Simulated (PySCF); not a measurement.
Method: PBE0-D4/def2-TZVP (PySCF). All species are isolated molecules in the gas phase. 

Reference species (SMILES): `N#N` (neutral, multiplicity 1).

* **HOMO**: -12.18 eV
* **hole reorganisation energy (four-point)**: 0.024 eV

Changed species: `[NH+]#[C-]`.

Task: Give the shifts of the HOMO and hole reorganisation energy (four-point).

Result: the HOMO increases by 3.02 eV, to -9.16 eV; the hole reorganisation energy (four-point) rises by 0.144 eV, to 0.168 eV.
